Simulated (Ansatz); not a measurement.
**[SiH₃···H···NH], triplet: transfer scan**

Starting geometry:

```yaml
atoms:
  - { symbol: Si, position_ang: [-1.0360, 0.0215, 0.0000] }
  - { symbol: H, position_ang: [-1.5309, 1.4212, 0.0000] }
  - { symbol: H, position_ang: [-1.5309, -0.6784, 1.2122] }
  - { symbol: H, position_ang: [-1.5309, -0.6784, -1.2122] }
  - { symbol: H, position_ang: [0.4486, 0.0215, 0.0000] }
  - { symbol: N, position_ang: [2.1980, 0.0215, 0.0000] }
  - { symbol: H, position_ang: [2.4671, -0.9828, 0.0000] }
```

From there H5 is moved from one fragment to the other while all else, the fragments' distance too, stays fixed, so the hump isn't the reaction's barrier; atoms are numbered as listed. Energies are in kcal/mol, counted from the starting geometry at the same level. Kohn–Sham curves are unrestricted where that lies lower.

Basis cc-pVDZ; Ansatz 0.2.0. Only valence electrons are correlated (noble-gas cores frozen). R marks a restricted (for open shells ROHF) determinant, U an unrestricted one.

Full CI isn't at hand for all of this; UCCSDT(Q) serves as the reference, and is uncertain by about the last step of the cluster series.

```tsv
distance Si1-H5 (Å)	r2SCAN
1.485	0.0
1.586	0.3
1.789	2.9
1.991	-1.7
2.194	-7.6
```

Q: Estimate the UCCSDT(Q) curve in cc-pVDZ from this one, knowing how r2SCAN errs.

A: The computed UCCSDT(Q) values, in kcal/mol from the starting point, and the error of r2SCAN against them:
```tsv
distance Si1-H5 (Å)	UCCSDT(Q)	r2SCAN less UCCSDT(Q)
1.485	0.0	0.0
1.586	2.5	-2.1
1.789	9.8	-6.9
1.991	6.4	-8.1
2.194	-1.3	-6.3
```

The error spans 8.1 kcal/mol and is largest, -8.1 kcal/mol, at 1.991 Å.

In so small a basis the reference is far from its limit while semilocal and hybrid functionals are nearer theirs, so the functionals' errors here hold much of the reference's basis and frozen-core error, which can add to them or hide them.
